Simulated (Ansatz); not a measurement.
A nudged elastic band was laid between two geometries of BH3O + H2 (7 atoms, charge 0, multiplicity 1).

Theory: RKS B3LYP/def2-SVPD (Ansatz).

- movable images: 7
- climbing image: yes
- spring: 5.0 eV/Å²
- optimiser: quadratic models (default)
- start path: through a guess of the saddle point
- force threshold: 0.05 eV/Å
- iteration limit: 60
- end points: relaxed

Image 0:

```xyz
7
Properties=species:S:1:pos:R:3
B -0.081 -0.462 0.224
O -0.119 -0.941 1.488
H -1.002 -0.998 1.869
H 1.000 -0.372 -0.294
H -1.099 -0.152 -0.346
H -0.024 2.700 0.519
H 0.536 2.505 0.996
```

Image 8:

```xyz
7
Properties=species:S:1:pos:R:3
B -0.139 0.374 -0.100
O 0.025 -0.025 1.568
H -0.828 0.060 2.017
H 0.990 0.198 -0.500
H -0.965 -0.437 -0.456
H -0.515 1.530 -0.072
H 0.643 0.582 1.999
```

Problem. Which bonds break or form, and what moves?

Solution. Bonds broken: H6–H7. Bonds formed: B1–H6, O2–H7. BH3O + H2 becomes BH5O.

Problem. Give the energies along the band, and the barrier.

Solution. The run converged. The highest image is number 5 of 0 to 8, 162.8 kJ/mol above the first end and 94.6 kJ/mol above the last; the last end lies 68.2 kJ/mol above the first. A vibrational analysis at the climbing image gives one clearly imaginary mode, 1404i cm⁻¹: a first-order saddle point. The orbitals stay closed-shell, which can raise the energy where a bond breaks towards radicals; this wasn't checked here.

| image | path coordinate (Å) | energy (kJ/mol) | H6–H7 (Å) | B1–H6 (Å) | O2–H7 (Å) |
| --- | --- | --- | --- | --- | --- |
| 0 | 0.00 | 0.0 | 0.76 | 3.18 | 3.54 |
| 1 | 0.50 | 0.8 | 0.76 | 2.89 | 3.09 |
| 2 | 0.99 | 5.7 | 0.76 | 2.52 | 2.66 |
| 3 | 1.49 | 24.3 | 0.76 | 2.11 | 2.25 |
| 4 | 1.98 | 80.8 | 0.79 | 1.67 | 1.79 |
| 5 | 2.48 | 162.8 | 1.03 | 1.35 | 1.27 |
| 6 | 3.10 | 87.3 | 1.75 | 1.23 | 0.97 |
| 7 | 3.72 | 69.5 | 2.36 | 1.22 | 0.97 |
| 8 | 4.34 | 68.2 | 2.56 | 1.22 | 0.97 |

Problem. What is the geometry of the highest image?

Solution. 
```xyz
7
Properties=species:S:1:pos:R:3:forces:R:3
B -0.005 0.223 0.111 -0.02 0.01 0.00
O 0.058 -0.100 1.664 0.04 -0.03 0.02
H -0.798 -0.399 1.995 -0.01 0.02 -0.02
H 1.023 -0.046 -0.448 0.00 0.00 0.01
H -1.067 -0.039 -0.390 0.00 0.00 0.00
H 0.005 1.557 0.303 0.00 -0.01 0.01
H -0.004 1.085 1.221 -0.01 0.01 -0.02
```

Problem. What are the harmonic wavenumbers there?

Solution. 1404i, 491, 784, 795, 1009, 1049, 1089, 1175, 1230, 1362, 2014, 2162, 2567, 2662, 3845 cm⁻¹.

Run time: 57 s on 2 threads of AMD EPYC 7B13 (Zen 3), on a shared host, peak memory 0.15 GiB.
